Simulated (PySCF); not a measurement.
# PN₂: structure of the quartet

Where does quartet PN₂ go from a linear start, is the end point a minimum, and what are its modes, charges and moments?

Computed with PySCF 2.14.0. Level: PBE0, basis P def2-TZVP, N def2-TZVP, no relativity, density fitting.

## 1. Where the work starts

3 atoms, charge 0, spin multiplicity 4.

Bond lengths: P1–N2 1.620 Å, P1–N3 1.620 Å. Angles: N2–P1–N3 180.0°.

Z-matrix (Å, degrees; charge 0 multiplicity 4):
```
P
N  1 1.6200
N  1 1.6200 2 180.00
```

## 2. Finding the electronic state

The steps below are one call of a driver around PySCF. For each, scf.py gives the equivalent set-up of the SCF; relaxations use the driver's own optimiser. After this first run the driver tries any further starts and a stability analysis.

Input file scf.py:

```python
from pyscf import gto, scf, dft
mol = gto.M(atom='''
P      0.000000     0.000000     0.000000
N      0.000000     0.000000     1.620000
N      0.000000     0.000000    -1.620000''',
    basis={'P': 'def2-TZVP', 'N': 'def2-TZVP'},
    charge=0, spin=3)
mf = dft.UKS(mol, xc='PBE0')
mf.grids.atom_grid = (50, 194)
aux = {'P': 'def2-universal-JKFIT', 'N': 'def2-universal-JKFIT'}
mf = mf.density_fit(auxbasis=aux)
mf.conv_tol = 1e-08
mf.diis_space = 10
mf.max_cycle = 60
mf.init_guess = 'minao'
mf.verbose = 4
mf.kernel()
```

The run is started by

```
> OMP_NUM_THREADS=4 python axn.py task.json out
```

Output:

```text
init E= -450.545417826922
[... the frontier-level lines of each cycle are left out ...]
cycle= 1 E= -450.373005520327  delta_E= 0.172  |g|= 0.157  |ddm|= 2.72
cycle= 2 E= -450.384285340679  delta_E= -0.0113  |g|= 0.14  |ddm|= 1.03
cycle= 3 E= -450.391722923197  delta_E= -0.00744  |g|= 0.0827  |ddm|= 0.22
cycle= 4 E= -450.396012918028  delta_E= -0.00429  |g|= 0.0258  |ddm|= 0.0683
cycle= 5 E= -450.39742812336  delta_E= -0.00142  |g|= 0.00707  |ddm|= 0.0589
cycle= 6 E= -450.397615028078  delta_E= -0.000187  |g|= 0.00131  |ddm|= 0.042
cycle= 7 E= -450.397619458007  delta_E= -4.43e-06  |g|= 0.000211  |ddm|= 0.00992
cycle= 8 E= -450.397619519507  delta_E= -6.15e-08  |g|= 4.79e-05  |ddm|= 0.00114
cycle= 9 E= -450.397619521576  delta_E= -2.07e-09  |g|= 6.03e-06  |ddm|= 8.66e-05
Extra cycle  E= -450.397619521562  delta_E= 1.48e-11  |g|= 9.3e-06  |ddm|= 1.74e-05
converged SCF energy = -450.397619521562  <S^2> = 3.9225011  2S+1 = 4.0853402
```

This step, with its further starts and checks, took 8.2 s on 4 threads of Arm Neoverse N1, shared host.

The starts that the driver tried:

```
                      start  energy (Eh)
    the minimal-basis guess  -450.397620
a thermally smeared density  -450.397620
      a smeared PBE density  -450.397620
```

The test of internal stability and the other starts found no lower solution of this spin.

## 3. Linear start, quartet: relaxation

The program finds D∞h symmetry in the start, which this walk keeps.

scf.py, as its differences from that of step 2:

```diff
@@ -15 +14,0 @@
-mf.init_guess = 'minao'
```

Steps of the walk:

```
step  energy (Eh)  change (kJ/mol)  largest symmetric gradient (Eh/bohr)
   0  -450.397620             0.00                               0.00519
   1  -450.397712            -0.24                               0.00033
   2  -450.397712            -0.24                               0.00000
```

The walk took 3.2 s.

Positions (Å) and forces (eV/Å) along the way:

```
step 0
P    0.000   0.000   0.000   0.000   0.000   0.000
N    0.000   0.000   1.620   0.000   0.000   0.267
N    0.000   0.000  -1.620   0.000   0.000  -0.267
step 1
P    0.000   0.000   0.000   0.000   0.000   0.000
N    0.000   0.000   1.629   0.000   0.000   0.017
N    0.000   0.000  -1.629   0.000   0.000  -0.017
step 2
P    0.000   0.000   0.000   0.000   0.000   0.002
N    0.000   0.000   1.630   0.000   0.000  -0.001
N    0.000   0.000  -1.630   0.000   0.000  -0.001
```

It settles in D∞h symmetry, 0.2 kJ/mol below the start, after 2 steps: P–N 1.630 Å (×2); N–P–N 180.0°.

## 4. Frequencies

The point is checked on the finer grid, and tightened if its gradient asks for it. The Hessian and the dipole derivatives come from central differences of analytic gradients, with steps of 0.02 bohr.

scf.py, as its differences from that of step 3:

```diff
@@ -4,2 +4,2 @@
-N      0.000000     0.000000     1.620000
-N      0.000000     0.000000    -1.620000''',
+N      0.000000     0.000000     1.629557
+N     -0.000000     0.000000    -1.629557''',
@@ -9 +9 @@
-mf.grids.atom_grid = (50, 194)
+mf.grids.atom_grid = (75, 302)
@@ -12 +12 @@
-mf.conv_tol = 1e-08
+mf.conv_tol = 1e-10
```

This SCF starts from the last density.

SCF at the final geometry:

```text
init E= -450.397722438085
[... the frontier-level lines of each cycle are left out ...]
cycle= 1 E= -450.397722438085  delta_E= -3.41e-13  |g|= 1.07e-06  |ddm|= 1.55e-06
Extra cycle  E= -450.39772243808  delta_E= 4.89e-12  |g|= 2.64e-06  |ddm|= 3.05e-06
converged SCF energy = -450.39772243808  <S^2> = 3.9333828  2S+1 = 4.0906639
```

The whole step took 16 s.

Geometry: D∞h; P–N 1.630 Å (×2); N–P–N 180.0°.

Modes, for the most abundant isotopes:

| symmetry | ω (cm⁻¹) | IR (km/mol) | μ (u) | type |
| --- | --- | --- | --- | --- |
| πu | 714i | 54.8 | 18.93 | bend |
| σu+ | 446i | 460 | 18.93 | stretch |
| σg+ | 723 | 0.0 | 14.00 | stretch |

3 modes are imaginary, the largest at 714i cm⁻¹: a saddle point, not a minimum.

Constants and moments:

```yaml
Dipole_moment: 0.00 D
Highest_occupied_level: -6.22 eV
Lowest_empty_level: -5.25 eV
Rotational_constants: 0.2267 cm⁻¹
Zero-point_energy_real_modes: 4.3 kJ/mol
Principal_polarisabilities: 29.5, 29.5, 71.5 bohr³
Atomisation_energy_without_zero-point_energy: 459 kJ/mol
Principal_traceless_quadrupole_moments_about_the_centre_of_mass: -6.47, 3.24, 3.24 D Å
Spin_squared_⟨S²⟩: 3.933
```

Charges (e) and bond orders:

| atom | Mulliken | Löwdin | polar tensor | spin (Mulliken) | Mayer order to P1 |
| --- | --- | --- | --- | --- | --- |
| P1 | 0.15 | 0.35 | -1.31 | -0.02 | – |
| N2,3 | -0.07 | -0.17 | 0.65 | 1.51 | 1.69 |

Outer orbital energies (eV). α occupied: -24.64, -14.72, -12.01, -11.63, -11.63, -10.30, -10.30, -6.22; empty: -2.53, -2.53, 3.74, 5.96. β occupied: -131.26, -131.16, -23.54, -21.66, -13.29, -10.08, -9.43, -9.43; empty: -5.25, -5.25, -2.85, -0.67.

Mulliken populations on P1: s 5.86, p 8.62, d 0.32, f 0.05.

## 5. Downhill along the imaginary mode

The start is the last point, displaced along its most imaginary mode.

The program finds C2v symmetry in the start, which this walk keeps.

scf.py, as its differences from that of step 4:

```diff
@@ -3,3 +3,3 @@
-P      0.000000     0.000000     0.000000
-N      0.000000     0.000000     1.629557
-N     -0.000000     0.000000    -1.629557''',
+P      0.078718    -0.074675     0.000000
+N     -0.087059     0.082588     1.629557
+N     -0.087059     0.082588    -1.629557''',
@@ -9 +9 @@
-mf.grids.atom_grid = (75, 302)
+mf.grids.atom_grid = (50, 194)
@@ -12 +12 @@
-mf.conv_tol = 1e-10
+mf.conv_tol = 1e-08
```

The optimiser's trace:

```
step  energy (Eh)  change (kJ/mol)  largest symmetric gradient (Eh/bohr)
   0  -450.413959             0.00                               0.03698
   1  -450.443653           -77.96                               0.03048
   2  -450.465702          -135.85                               0.03951
   3  -450.473328          -155.87                               0.01320
   4  -450.474397          -158.68                               0.00177
   5  -450.474426          -158.76                               0.00046
   6  -450.474427          -158.76                               0.00027
```

The walk took 9.2 s.

After 6 steps and 158.8 kJ/mol it ends at C2v: P–N 1.624 Å (×2); N–P–N 106.0°.

## 6. Hessian and properties

As before: finer grid, then central differences.

scf.py, as its differences from that of step 5:

```diff
@@ -3,3 +3,3 @@
-P      0.078718    -0.074675     0.000000
-N     -0.087059     0.082588     1.629557
-N     -0.087059     0.082588    -1.629557''',
+P      0.336194    -0.318928     0.000000
+N     -0.372073     0.352964     1.297110
+N     -0.372073     0.352964    -1.297110''',
@@ -9 +9 @@
-mf.grids.atom_grid = (50, 194)
+mf.grids.atom_grid = (75, 302)
@@ -12 +12 @@
-mf.conv_tol = 1e-08
+mf.conv_tol = 1e-10
```

SCF at the final geometry:

```text
init E= -450.474413928726
[... the frontier-level lines of each cycle are left out ...]
cycle= 1 E= -450.474413928642  delta_E= 8.4e-11  |g|= 1.33e-05  |ddm|= 1.1e-05
cycle= 2 E= -450.474413927977  delta_E= 6.65e-10  |g|= 3.69e-05  |ddm|= 3.04e-05
cycle= 3 E= -450.474413928741  delta_E= -7.63e-10  |g|= 4.28e-07  |ddm|= 2.24e-05
cycle= 4 E= -450.474413928741  delta_E=    0  |g|= 9.73e-08  |ddm|= 3.17e-07
Extra cycle  E= -450.47441392874  delta_E= 1.14e-13  |g|= 7.15e-08  |ddm|= 1.57e-07
converged SCF energy = -450.47441392874  <S^2> = 3.8712928  2S+1 = 4.0601935
```

The whole step took 22 s on 4 threads of Arm Neoverse N1, shared host.

Geometry: C2v; P–N 1.623 Å (×2); N–P–N 106.1°.

Harmonic modes (main isotopes):

```
symmetry  ω (cm⁻¹)  IR (km/mol)
      a1       338         15.3
      b2       665          117
      a1       906          0.7
```

Every mode is real; the point is a minimum.

Constants and moments:

```
Dipole moment                                                   : 1.60 D
Highest occupied level                                          : -8.57 eV
Lowest empty level                                              : -4.54 eV
Rotational constants                                            : 1.203, 0.3578, 0.2757 cm⁻¹
Zero-point energy                                               : 11.4 kJ/mol
Principal polarisabilities                                      : 24.1, 31.9, 51.2 bohr³
Atomisation energy without zero-point energy                    : 661 kJ/mol
Principal traceless quadrupole moments about the centre of mass : -4.57, 1.03, 3.53 D Å
Entropy at 298.15 K and 1 bar (electronic part: spin only)      : 265.2 J/(mol K)
Heat capacity Cp at 298.15 K                                    : 45.8 J/(mol K)
Enthalpy at 298.15 K above 0 K                                  : 11.37 kJ/mol
Rotational symmetry number                                      : 2
Spin squared ⟨S²⟩                                               : 3.871
```

Charges (e) and bond orders:

```json
{"atom": "P1", "Mulliken": "0.36", "Löwdin": "0.33", "polar tensor": "-0.16", "spin (Mulliken)": "-0.19", "Mayer order to P1": "–"}
{"atom": "N2,3", "Mulliken": "-0.18", "Löwdin": "-0.16", "polar tensor": "0.08", "spin (Mulliken)": "1.59", "Mayer order to P1": "1.60"}
```

Outer orbital energies (eV). α occupied: -23.91, -14.62, -11.97, -11.66, -11.54, -9.83, -9.34, -8.57; empty: -2.54, 0.87, 1.86, 5.45. β occupied: -130.91, -130.81, -24.02, -20.92, -13.29, -9.83, -9.74, -9.59; empty: -4.54, -4.11, -3.68, -1.25.

Mulliken populations on P1: s 5.73, p 8.57, d 0.31, f 0.04.

## 7. The points found, side by side

| spin | group | bonds | imaginary modes (cm⁻¹) | ΔE (kJ/mol) | with zero-point energy |
| --- | --- | --- | --- | --- | --- |
| quartet | C2v | P–N 1.623 Å (×2) | none | 0.0 | 0.0 |
| quartet | D∞h | P–N 1.630 Å (×2) | 714i, 714i, 446i | 201.4 | – |

## 8. What came out

| quantity | value |
| --- | --- |
| minimum | quartet, C2v |
| geometry | P–N 1.623 Å (×2); N–P–N 106.1° |
| wavenumbers (cm⁻¹) | 338 (a1), 665 (b2), 906 (a1) |
| dipole moment | 1.60 D |
| highest occupied, lowest empty level (either spin) | -8.57, -4.54 eV |
| polar-tensor charge of P1 | -0.16 e |
| zero-point energy | 11.4 kJ/mol |
| entropy at 298.15 K | 265.2 J/(mol K) |
| atomisation energy (no zero-point energy) | 661 kJ/mol |
| ⟨S²⟩ | 3.871 |

**Reading.** From D∞h at the start the molecule goes to a C2v minimum, after a stop at a higher-order saddle point 201.4 kJ/mol higher, from which it was pushed off along an imaginary mode. The strongest infrared band lies at 665 cm⁻¹ (b2, stretch). Other starts or spin states, not run here, may lie lower.

The search up to here took 59 s.
